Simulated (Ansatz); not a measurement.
C3H6O, SMILES `CCC=O` (C–C–C–O torsion 124°) (charge 0, multiplicity 1).

Computed with frozen-core CCSD(T)/6-31g // B3LYP-D3(BJ)/def2-TZVP (Ansatz, a program for electronic structure).

Ansatz 0.2 input:
```yaml
crystal:
  periodic: [false, false, false]
  atoms:
    - { symbol: C, position_ang: [-1.047149, -0.129785, 0.493557] }
    - { symbol: C, position_ang: [0.034328, -0.175176, -0.591106] }
    - { symbol: C, position_ang: [1.344721, 0.363887, -0.085799] }
    - { symbol: O, position_ang: [1.964163, 1.264534, -0.588754] }
    - { symbol: H, position_ang: [-1.968967, -0.588993, 0.136571] }
    - { symbol: H, position_ang: [-1.270916, 0.899024, 0.779396] }
    - { symbol: H, position_ang: [-0.731688, -0.667899, 1.390053] }
    - { symbol: H, position_ang: [-0.257107, 0.387063, -1.478618] }
    - { symbol: H, position_ang: [0.205671, -1.216738, -0.888258] }
    - { symbol: H, position_ang: [1.726943, -0.135919, 0.832958] }
basis:
  gaussian: { orbitals: "6-31g" }
correlation:
  method: ccsd_t
```

Output:

```
Functional definition: HF
648 factors; integrals over basis functions are off by at most 2.2e-4 eV
mean field evaluation 1: about -5217.6676 eV, gradient 3.6e1 eV
mean field evaluation 2: about -5217.6714 eV, gradient 3.6e1 eV
mean field evaluation 4: about -5220.7331 eV, gradient 3.4e0 eV
mean field evaluation 8: about -5220.7925 eV, gradient 1.5e-1 eV
mean field evaluation 16: about -5220.7789 eV, gradient 1.4e0 eV
mean field -5220.79262661 eV, -191.8605902477 hartree, gradient 9.3e-6 eV, S^2 0.000000; 0 other end points of the search recorded, 0 dependent functions left out
4 core orbitals not correlated
reference -5220.79262661 eV, -191.8605902477 hartree; 12, 12 occupied and 32, 32 virtual orbitals, 648 factors
second order -10.76419338 eV of doubles, -0.00000000 eV of singles
cycle   1  -11.11460884 eV  change   -3.5e-1 eV  update   9.6e-2
cycle   2  -11.51934062 eV  change   -4.0e-1 eV  update   3.2e-2
cycle   3  -11.65957824 eV  change   -1.4e-1 eV  update   1.6e-2
cycle   4  -11.66098319 eV  change   -1.4e-3 eV  update   3.5e-3
cycle   5  -11.66244083 eV  change   -1.5e-3 eV  update   1.3e-3
cycle   6  -11.66238273 eV  change    5.8e-5 eV  update   3.8e-4
cycle   7  -11.66206628 eV  change    3.2e-4 eV  update   1.3e-4
cycle   8  -11.66206524 eV  change    1.0e-6 eV  update   5.0e-5
cycle   9  -11.66208117 eV  change   -1.6e-5 eV  update   2.3e-5
perturbative correction -0.30096110 eV, -0.0110601165 hartree
Total energy: -5232.75566888 eV, -192.3002239422 hartree
```
